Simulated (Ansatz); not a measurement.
A made-up structure of CH2SSi, closed shell:

```
5
angstrom
Si -0.1930 0.6885 -0.5073
C 0.2825 -0.8299 0.5739
S 0.7419 -2.1922 1.5176
H -1.0832 0.3394 -1.6598
H 0.2518 1.9942 0.0756
```

It is relaxed with PBE-D4/def2-SVP and then PBE0-D4/def2-TZVP (Ansatz 0.2.0). Atoms count as bonded within 1.22 times the sum of their covalent radii (H–H: 0.88 Å). The end point is not checked to be a true minimum.

Does its bonding change? (Judge from chemistry; the calculation decides.)

Computed: No: no bond forms or breaks.

Where it ends: The first stage lowers the energy by 1.04 eV in 9 steps. It ends as CH₂SSi ([SiH2][C][S]):
| atom | x (Å) | y (Å) | z (Å) |
| --- | --- | --- | --- |
| Si1 | 0.1817 | 0.5719 | -0.6847 |
| C2 | 0.2412 | -0.7397 | 0.5193 |
| S3 | 0.6021 | -1.9496 | 1.3946 |
| H4 | -1.1087 | 0.3201 | -1.3897 |
| H5 | 0.0836 | 1.7973 | 0.1605 |

Labels in which every atom is bracketed show which atoms are joined, not bond orders.

For scale, one of the runs: PBE0-D4/def2-TZVP relaxation, 117 basis functions, launched by `ansatz run in.yaml --threads 2 --pin off --events-out ev --progress --plain --max-ram 4352MiB`. The run took about 11 s on 2 CPU threads of an Arm Neoverse V1 (shared host).
